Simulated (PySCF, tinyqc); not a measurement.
LCCD on RHF in the sto-3g basis, frozen core, for LiH, spin multiplicity 1, step by step. The lowest restricted solution is unstable here: a spin-polarised one lies 0.0179 hartree lower (PySCF). One step of it, computed by the program tinyqc.

Task: Integrals over molecular orbitals. (pq|rs) = sum C_ip C_jq C_kr C_ls (ij|kl), one index at a time.

coefficients C, order 1Li 1s, 1Li 2s, 1Li 2px, 1Li 2py, 1Li 2pz, 2H 1s:
```
[[0.991556, -0.148659, -0.216772, 0.000000, 0.000000, 0.108505],
 [0.032984, 0.519224, 0.800338, 0.000000, 0.000000, -0.460766],
 [0.000000, 0.000000, 0.000000, -0.105978, 0.994368, 0.000000],
 [0.000000, 0.000000, 0.000000, 0.994368, 0.105978, 0.000000],
 [-0.004261, 0.315192, -0.574694, 0.000000, 0.000000, -0.833135],
 [-0.001971, 0.618201, -0.243156, 0.000000, 0.000000, 0.860691]]
```

core Hamiltonian H = T + V (hartree), order 1Li 1s, 1Li 2s, 1Li 2px, 1Li 2py, 1Li 2pz, 2H 1s:
```
[[-4.627786, -1.038038, 0.000000, 0.000000, -0.007236, -0.048487],
 [-1.038038, -1.320758, 0.000000, 0.000000, -0.078338, -0.318373],
 [0.000000, 0.000000, -1.074478, 0.000000, 0.000000, 0.000000],
 [0.000000, 0.000000, 0.000000, -1.074478, 0.000000, 0.000000],
 [-0.007236, -0.078338, 0.000000, 0.000000, -1.131618, -0.452460],
 [-0.048487, -0.318373, 0.000000, 0.000000, -0.452460, -1.131628]]
```

Two-electron integrals (ij|kl) in chemists' order, unique and non-zero (hartree):
```
(11|11) 1.680395   (21|11) 0.265420   (21|21) 0.049941   (22|11) 0.397727
(22|21) 0.092860   (22|22) 0.290562   (31|31) 0.008981   (32|31) 0.013788
(32|32) 0.064184   (33|11) 0.396640   (33|21) 0.092880   (33|22) 0.290497
(33|33) 0.312946   (41|41) 0.008981   (42|41) 0.013788   (42|42) 0.064184
(43|43) 0.016869   (44|11) 0.396640   (44|21) 0.092880   (44|22) 0.290497
(44|33) 0.279207   (44|44) 0.312946   (51|51) 0.008981   (52|51) 0.013788
(52|52) 0.064184   (53|53) 0.016869   (54|54) 0.016869   (55|11) 0.396640
(55|21) 0.092880   (55|22) 0.290497   (55|33) 0.279207   (55|44) 0.279207
(55|55) 0.312946   (61|11) 0.011221   (61|21) 0.002150   (61|22) 0.004162
(61|33) 0.004106   (61|44) 0.004106   (61|51) 0.000303   (61|52) 0.000597
(61|55) 0.004278   (61|61) 0.000105   (62|11) 0.060896   (62|21) 0.014555
(62|22) 0.053166   (62|33) 0.049988   (62|44) 0.049988   (62|51) 0.002167
(62|52) 0.016907   (62|55) 0.059471   (62|61) 0.000780   (62|62) 0.021261
(63|31) 0.000730   (63|32) 0.004292   (63|53) 0.002100   (63|63) 0.000968
(64|41) 0.000730   (64|42) 0.004292   (64|54) 0.002100   (64|64) 0.000968
(65|11) 0.086571   (65|21) 0.020782   (65|22) 0.077485   (65|33) 0.072221
(65|44) 0.072221   (65|51) 0.003327   (65|52) 0.026215   (65|55) 0.087940
(65|61) 0.001131   (65|62) 0.032866   (65|65) 0.051006   (66|11) 0.221673
(66|21) 0.053443   (66|22) 0.213578   (66|33) 0.196683   (66|44) 0.196683
(66|51) 0.007215   (66|52) 0.074267   (66|55) 0.247171   (66|61) 0.002852
(66|62) 0.114996   (66|65) 0.181503   (66|66) 0.774606
```

Give: one-electron integrals over orbitals h = C^T H C; Two-electron integrals over orbitals.

Result:

one-electron integrals over orbitals h = C^T H C (hartree):
```
[[-4.6190, 0.0958, 0.1598, 0.0000, 0.0000, -0.0512],
 [0.0958, -1.2398, 0.0038, 0.0000, 0.0000, 0.0619],
 [0.1598, 0.0038, -1.0813, 0.0000, 0.0000, 0.0152],
 [0.0000, 0.0000, 0.0000, -1.0745, 0.0000, 0.0000],
 [0.0000, 0.0000, 0.0000, 0.0000, -1.0745, 0.0000],
 [-0.0512, 0.0619, 0.0152, 0.0000, 0.0000, -1.0213]]
```

Two-electron integrals over orbitals (pq|rs), unique and non-zero (hartree); the lowest 1 orbital is frozen and left out:
```
(22|22) 0.4357    (32|22) -0.0662   (32|32) 0.0283    (33|22) 0.2123
(33|32) 0.0172    (33|33) 0.3216    (42|42) 0.0209    (43|42) 0.0212
(43|43) 0.0414    (44|22) 0.2351    (44|32) 0.0187    (44|33) 0.2775
(44|44) 0.3129    (52|52) 0.0209    (53|52) 0.0212    (53|53) 0.0414
(54|54) 0.0169    (55|22) 0.2351    (55|32) 0.0187    (55|33) 0.2775
(55|44) 0.2792    (55|55) 0.3129    (62|22) 0.1035    (62|32) -0.0515
(62|33) -0.0165   (62|44) -0.0427   (62|55) -0.0427   (62|62) 0.1322
(63|22) -0.0636   (63|32) 0.0237    (63|33) 0.0372    (63|44) 0.0115
(63|55) 0.0115    (63|62) -0.0439   (63|63) 0.0364    (64|42) -0.0176
(64|43) -0.0108   (64|64) 0.0185    (65|52) -0.0176   (65|53) -0.0108
(65|65) 0.0185    (66|22) 0.4045    (66|32) -0.0511   (66|33) 0.2397
(66|44) 0.2541    (66|55) 0.2541    (66|62) 0.0821    (66|63) -0.0474
(66|66) 0.3968
```
